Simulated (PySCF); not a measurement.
# B2H2: triplet, from a rhombic ring start

Aim: relax B2H2 as a triplet from a rhombic ring start, check by its vibrations whether the end is a minimum, and collect its spectrum and constants.

Program: PySCF 2.14.0. Level of theory: PBE0, basis B def2-TZVP, H def2-TZVP, no relativity, density fitting. These are calculated values, not measurements.

### Step 1. Where the work starts

4 atoms, charge 0, spin multiplicity 3.

Bond lengths: B1–B2 1.692 Å, B1–H3 1.240 Å, B1–H4 1.240 Å, B2–H3 1.240 Å, B2–H4 1.240 Å. Angles: B2–B1–H3 47.0°, B2–B1–H4 47.0°, H3–B1–H4 94.0°, B1–B2–H3 47.0°, B1–B2–H4 47.0°, H3–B2–H4 94.0°, B1–H3–B2 86.0°, B1–H4–B2 86.0°.

```xyz
4
charge 0 multiplicity 3
B     0.8458    0.0000    0.0000
B    -0.8458    0.0000    0.0000
H     0.0000    0.9070    0.0000
H     0.0000   -0.9070    0.0000
```

### Step 2. The SCF at the typed geometry

One driver script runs all steps and calls PySCF; scf.py shows how it sets up the SCF of each step. The optimiser is the driver's own. After this first run the driver tries any further starts and a stability analysis.

Input file scf.py:

```python
from pyscf import gto, scf, dft
mol = gto.M(atom='''
B      0.845800     0.000000     0.000000
B     -0.845800     0.000000     0.000000
H      0.000000     0.907000     0.000000
H      0.000000    -0.907000     0.000000''',
    basis={'B': 'def2-TZVP', 'H': 'def2-TZVP'},
    charge=0, spin=2)
mf = dft.UKS(mol, xc='PBE0')
mf.grids.atom_grid = (50, 194)
aux = {'B': 'def2-universal-JKFIT', 'H': 'def2-universal-JKFIT'}
mf = mf.density_fit(auxbasis=aux)
mf.conv_tol = 1e-08
mf.diis_space = 10
mf.max_cycle = 60
mf.init_guess = 'minao'
mf.verbose = 4
mf.kernel()
```

Run with:

```console
$ OMP_NUM_THREADS=2 python axn.py task.json out
```

After this run come: Relaxation: rhombic ring start, triplet; Frequencies; Following the imaginary mode; Is it a minimum? Harmonic modes; Following the imaginary mode; Hessian and properties.

Q: Predict the outcome of this session. Wanted: minimum; geometry; wavenumbers; dipole moment; highest occupied, lowest empty level; polar-tensor charge of B1; zero-point energy; atomisation energy; ⟨S²⟩.

The runs gave:

| quantity | value |
| --- | --- |
| minimum | triplet, C2v |
| geometry | B–B 1.585 Å, B–H 1.197 Å (×2); B–B–H 118.9° (×2), H–B–H 122.2° |
| wavenumbers (cm⁻¹) | 353 (b2), 780 (b1), 974 (a1), 1094 (a1), 2574 (a1), 2664 (b2) |
| dipole moment | 0.62 D |
| highest occupied, lowest empty level (either spin) | -6.83, -2.86 eV |
| polar-tensor charge of B1 | +0.04 e |
| zero-point energy | 50.5 kJ/mol |
| entropy at 298.15 K | 234.4 J/(mol K) |
| atomisation energy (no zero-point energy) | 1098 kJ/mol |
| ⟨S²⟩ | 2.004 |

What this shows: From D2h at the start the molecule goes to a C2v minimum, after a stop at a saddle point 173.9 kJ/mol higher, from which it was pushed off along an imaginary mode. The strongest infrared band lies at 2664 cm⁻¹ (b2). Only this shape and spin were tried, so other structures or states may lie lower.
